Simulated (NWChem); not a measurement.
System: phosphine (PH3); SMILES P

Here is an NWChem input.

```
start job
memory heap 200 mb stack 900 mb global 1100 mb
geometry units angstroms noautosym nocenter noautoz
  P      0.000000     0.000000     0.152925
  H      0.405644    -1.127331    -0.648580
  H     -1.179120     0.212367    -0.648580
  H      0.773475     0.914964    -0.648580
end
basis spherical
  * library 3-21g
end
dft
  xc pbe0
  iterations 150
end
cosmo
  do_cosmo_smd true
  solvent water
end
task dft energy
```

Parts of the log:

```
             Northwest Computational Chemistry Package (NWChem) 7.3.0
             --------------------------------------------------------

                             Geometry "geometry" -> ""
                             -------------------------

 Output coordinates in angstroms (scale by  1.889725989 to convert to a.u.)

  No.       Tag          Charge          X              Y              Z
 ---- ---------------- ---------- -------------- -------------- --------------
    1 P                   15.0000     0.00000000     0.00000000     0.15292500
    2 H                    1.0000     0.40564400    -1.12733100    -0.64858000
    3 H                    1.0000    -1.17912000     0.21236700    -0.64858000
    4 H                    1.0000     0.77347500     0.91496400    -0.64858000

 Effective nuclear repulsion energy (a.u.)      17.2849536849

                                 NWChem DFT Module
                                 -----------------

 Summary of "ao basis" -> "ao basis" (spherical)
 ------------------------------------------------------------------------------
       Tag                 Description            Shells   Functions and Types
 ---------------- ------------------------------  ------  ---------------------
 P                           3-21g                   7       13   4s3p
 H                           3-21g                   2        2   2s

 in cosmo_initialize ...
 calling solv_data for solv:h2o

 solvent parameters
 solvname_short: h2o
 solvname_long:  water
 dielec:       78.4000
 dielecinf:     1.7769
 aqueous SMD model solvent descriptors
 dielec:       78.4000
 sola:          0.8200

          ---------------
          -cosmo- solvent
          ---------------
 Cosmo: York-Karplus, doi: 10.1021/jp992097l
 dielectric constant -eps-     =  78.40
 screen = (eps-1)/(eps    )    =   0.98724
 surface charge correction     = lagrangian

   van der Waals surface
 --------------------------

 ---------- ATOMIC COORDINATES (A.U.) ------------ VDWR(ANG.) --
     1    0.00000000    0.00000000    0.28898635     2.120
     2    0.76655601   -2.13034669   -1.22563848     1.200
     3   -2.22821371    0.40131544   -1.22563848     1.200
     4    1.46165581    1.72903125   -1.22563848     1.200
 number of segments per atom =        128
 number of   points per atom =        128
 atom (   nspa,  nppa )
 ----------------------
    1 (    102,     0 )       0
    2 (     55,     0 )       0
    3 (     56,     0 )       0
    4 (     58,     0 )       0
 number of -cosmo- surface points =      271
 molecular surface =     62.388 angstrom**2
 molecular volume  =     43.618 angstrom**3
 -lineq- algorithm             =   0
 -bem- low  level              =   3
 -bem- from -octahedral-
 gaussian surface charge width =   4.50000
 degree of switching           =   1.00000
 switching function tolerance  =   0.00010
 atomic radii =
 --------------
    1 15.000  2.120
    2  1.000  1.200
    3  1.000  1.200
    4  1.000  1.200
 ...... end of -cosmo- initialization ......

 nat:                     4
 ixmem:                  1008
 calling mnsol_interface()
 G(SMD-CDS) energy (kcal/mol)  =     2.243
 SMD-CDS SASA (angstrom**2)    =    78.396

            General Information
            -------------------
          SCF calculation type: DFT
          Wavefunction type:  closed shell.
          No. of atoms     :     4
          No. of electrons :    18
           Alpha electrons :     9
            Beta electrons :     9
          Charge           :     0
          Spin multiplicity:     1
          Use of symmetry is: off; symmetry adaption is: off
          Maximum number of iterations: 150
          AO basis - number of functions:    19
                     number of shells:    13
          Convergence on energy requested:  1.00D-06
          Convergence on density requested:  1.00D-05
          Convergence on gradient requested:  5.00D-04

              XC Information
              --------------
                         PBE0 Method XC Functional
                     Hartree-Fock (Exact) Exchange  0.250
          PerdewBurkeErnzerhof Exchange Functional  0.750
            Perdew 1991 LDA Correlation Functional  1.000 local
           PerdewBurkeErnz. Correlation Functional  1.000 non-local

[...]

                                COSMO-SMD solvation results
                                ---------------------------

             internal energy in gas <Psi(g)|H|Psi(g)> =      -341.235361539221
         internal energy in solvent <Psi(s)|H|Psi(s)> =      -341.234480547756
                               delta internal energy  =         0.000880991464 (    0.55 kcal/mol)
   total free energy in solvent <Psi(s)|H+V/2|Psi(s)> =      -341.239656175698
 polarization energy contribution <Psi(s)|V/2|Psi(s)> =        -0.005175627942 (   -3.25 kcal/mol)
    total free energy in solvent including G(SMD-CDS) =      -341.236081660035
                       G(SMD-CDS) energy contribution =         0.003574515663 (    2.24 kcal/mol)
     1 M fixed-concentration free energy of solvation =        -0.000720120815 (   -0.45 kcal/mol)

                       DFT Final Molecular Orbital Analysis
                       ------------------------------------

 Vector    7  Occ=2.000000D+00  E=-3.956509D-01
              MO Center= -3.1D-01,  1.4D-01, -3.0D-01, r^2= 1.9D+00
   Bfn.  Coefficient  Atom+Function         Bfn.  Coefficient  Atom+Function
  ----- ------------  ---------------      ----- ------------  ---------------
     7      0.381225  1 P  px                17     -0.334380  3 H  s
    16     -0.248248  3 H  s                 11      0.216265  1 P  px
    19      0.203478  4 H  s                  3     -0.193705  1 P  px
    18      0.151203  4 H  s                 15      0.130695  2 H  s
    14      0.097052  2 H  s

 Vector    8  Occ=2.000000D+00  E=-3.955835D-01
              MO Center=  3.1D-01, -1.4D-01, -3.0D-01, r^2= 1.9D+00
   Bfn.  Coefficient  Atom+Function         Bfn.  Coefficient  Atom+Function
  ----- ------------  ---------------      ----- ------------  ---------------
     8      0.381304  1 P  py                15     -0.310322  2 H  s
    19      0.268412  4 H  s                 14     -0.230592  2 H  s
    12      0.216425  1 P  py                18      0.199343  4 H  s
     4     -0.193738  1 P  py                17      0.042062  3 H  s
    16      0.031273  3 H  s

 Vector    9  Occ=2.000000D+00  E=-2.900604D-01
              MO Center= -7.8D-05,  1.1D-05,  4.6D-01, r^2= 1.7D+00
   Bfn.  Coefficient  Atom+Function         Bfn.  Coefficient  Atom+Function
  ----- ------------  ---------------      ----- ------------  ---------------
    13      0.447265  1 P  pz                10      0.418217  1 P  s
     9      0.399535  1 P  pz                 5     -0.208178  1 P  pz
     6      0.201085  1 P  s                  2     -0.178606  1 P  s
    15     -0.114018  2 H  s                 17     -0.114056  3 H  s
    19     -0.113989  4 H  s                 14     -0.090791  2 H  s

 Vector   10  Occ=0.000000D+00  E= 4.868992D-02
              MO Center= -9.5D-02,  1.1D-01, -3.9D-02, r^2= 3.0D+00
   Bfn.  Coefficient  Atom+Function         Bfn.  Coefficient  Atom+Function
  ----- ------------  ---------------      ----- ------------  ---------------
    11      1.097347  1 P  px                17      1.005665  3 H  s
    19     -0.803499  4 H  s                  7      0.312546  1 P  px
    15     -0.200890  2 H  s                 12      0.171410  1 P  py
    16      0.170346  3 H  s                  3     -0.155387  1 P  px
    18     -0.136170  4 H  s                  8      0.048898  1 P  py

 Vector   11  Occ=0.000000D+00  E= 4.873371D-02
              MO Center=  9.5D-02, -1.1D-01, -3.9D-02, r^2= 3.0D+00
   Bfn.  Coefficient  Atom+Function         Bfn.  Coefficient  Atom+Function
  ----- ------------  ---------------      ----- ------------  ---------------
    12      1.097394  1 P  py                15      1.044211  2 H  s
    19     -0.697004  4 H  s                 17     -0.348233  3 H  s
     8      0.312402  1 P  py                14      0.177011  2 H  s
    11     -0.171358  1 P  px                 4     -0.155334  1 P  py
    18     -0.118112  4 H  s                 16     -0.058922  3 H  s

 Vector   12  Occ=0.000000D+00  E= 1.285781D-01
              MO Center=  2.7D-04, -2.0D-04, -3.9D-01, r^2= 3.2D+00
   Bfn.  Coefficient  Atom+Function         Bfn.  Coefficient  Atom+Function
  ----- ------------  ---------------      ----- ------------  ---------------
    10      1.513894  1 P  s                 13     -1.139962  1 P  pz
    15     -1.108390  2 H  s                 17     -1.107448  3 H  s
    19     -1.108066  4 H  s                  6      0.427063  1 P  s
     9     -0.298440  1 P  pz                 2     -0.273774  1 P  s
     5      0.127838  1 P  pz                14     -0.069502  2 H  s

     Multipole analysis of the density
     ---------------------------------

     L   x y z        total         alpha         beta         nuclear
     -   - - -        -----         -----         ----         -------
     0   0 0 0     -0.000000     -9.000000     -9.000000     18.000000

     1   1 0 0      0.001202      0.000602      0.000602     -0.000002
     1   0 1 0     -0.000431     -0.000216     -0.000216      0.000000
     1   0 0 1     -0.731050     -0.694465     -0.694465      0.657880

     2   2 0 0    -11.146402     -9.417692     -9.417692      7.688982
     2   1 1 0      0.000003      0.000001      0.000001      0.000002
     2   1 0 1     -0.000891     -0.000447     -0.000447      0.000002
     2   0 2 0    -11.144721     -9.416851     -9.416851      7.688980
     2   0 1 1      0.000497      0.000248      0.000248      0.000000
     2   0 0 2    -13.088338     -9.423802     -9.423802      5.759266
```

Level: PBE0/3-21G, SMD on the gas-phase geometry. Geometry: optimised at PBE-D3(BJ)/def2-SVP. Solvent: water.
